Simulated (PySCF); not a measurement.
Molecule: SMILES C=C(C)/C=C\F, C5H7F.

Cartesian coordinates in Å; atom numbers follow the order of the lines, from 1:
```xyz
13

C    -0.6865    1.4658    0.8023
C    -0.0730    0.4180    0.2231
C    -0.8352   -0.5732   -0.6084
C     1.3674    0.2456    0.4112
C     2.1686   -0.7143   -0.0621
F     1.7574   -1.7253   -0.8262
H    -0.1337    2.1888    1.4084
H    -1.7608    1.6285    0.6848
H    -0.7480   -1.5893   -0.1942
H    -0.4377   -0.6207   -1.6334
H    -1.8990   -0.3049   -0.6571
H     1.8751    0.9976    1.0218
H     3.2430   -0.7566    0.1363
```

Spin–spin couplings on one PBE0-D3(BJ)/def2-SVP geometry, PySCF 2.14, gas phase, non-relativistic, equivalent pairs averaged (spin–dipole term only in couplings to heteroatoms); isotopes $^{13}$C, $^{19}$F, $^{1}$H; functional B3LYP.

**Question.** How do the couplings (Hz) change with the basis set? Times are CPU seconds on 1 thread of an Arm Neoverse V2, shared host. Far from the basis limit: 6-31G*, pcJ-0, def2-TZVP, cc-pVTZ.

**Answer.** 
```
basis set  functions  $^{1}J$(C5,F6)  $^{1}J$(C5,H13)  $^{1}J$(C1,H8)  $^{1}J$(C1,H7)  $^{1}J$(C4,H12)  $^{1}J$(C3,H9)  $^{1}J$(C4,C5)  core-s
   6-31G*         98          -250.8            199.0           169.7           167.9            159.1           145.4           103.6      10
    pcJ-0         99          -424.0            185.0           149.7           146.7            145.7           116.8            65.9     9.8
def2-TZVP        228          -379.2            199.7           159.9           157.7            157.2           126.8            89.2      34
  cc-pVTZ        278          -340.5            188.1           152.3           150.8            147.4           119.5            99.4      47
```

The Fermi-contact term samples the wavefunction at the nucleus, which is why sets with added tight s functions (names with J) are made for couplings.
